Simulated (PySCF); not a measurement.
Ligands exchanged one at a time, Si Cl-H. Isolated molecules, 0 K electronic values unless said otherwise. Strings in code marks are SMILES.

The S1–T1 gap (TDA) from two functionals at the same geometries (CAM-B3LYP-D3(BJ)/def2-TZVP), both in PySCF: PBE-D3(BJ)/def2-TZVP and TPSSh-D3(BJ)/def2-TZVP. Excitations are Tamm–Dancoff values on a coarser integration grid. The basis has no diffuse functions, so Rydberg states are missing or too high.

| species | PBE-D3(BJ)/def2-TZVP (eV) |
|---|---|
| 0 of 4 Cl replaced by H | 0.31 |
| 1 of 4 Cl replaced by H (`Cl[SiH](Cl)Cl`) | 0.35 |
| 2 of 4 Cl replaced by H (`Cl[SiH2]Cl`) | 0.31 |
| 3 of 4 Cl replaced by H (`[SiH3]Cl`) | 0.36 |

Task: What does TPSSh-D3(BJ)/def2-TZVP give for each?

Result: 
- 0 of 4 Cl replaced by H: 0.40
- 1 of 4 Cl replaced by H (`Cl[SiH](Cl)Cl`): 0.44
- 2 of 4 Cl replaced by H (`Cl[SiH2]Cl`): 0.34
- 3 of 4 Cl replaced by H (`[SiH3]Cl`): 0.38
Over these rows, drawn at random from the members with no instability flagged (it was tested for open shells, ions and some series alone), PBE minus TPSSh-D3(BJ): mean -0.06 eV, from -0.09 eV to -0.02 eV.
